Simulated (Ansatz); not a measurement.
A calculation with Ansatz (development build ahead of 0.2.0).

```yaml
crystal:
  periodic: [false, false, false]
  atoms:
    - { symbol: S, position_ang: [0.0, 0.0, 0.0] }
    - { symbol: S, position_ang: [0.0, 0.0, 1.75] }
basis:
  gaussian: { orbitals: def2-SVP }
magnetization:
  initial_magnetization: 2
hamiltonian:
  xc: hf
correlation:
  method: mp2
  frozen_orbitals: { S: 5 }
output:
  forces: true
```

The input is written out in the form of the current development build from the run's settings. Correlation on restricted open-shell orbitals is semicanonical, with singles.

Results

```json
{
 "Converged": "yes",
 "Reference energy": "-794.77735 hartree",
 "Correlation energy": "-0.24299 hartree",
 "Total energy": "-795.02033 hartree",
 "Spin squared of the determinant": "2.000",
 "Stability test": "minimum among restricted orbitals"
}
```

Forces (eV/Å):
```tsv
atom	Fx	Fy	Fz
S1	0.000	0.000	-7.967
S2	0.000	0.000	7.967
```
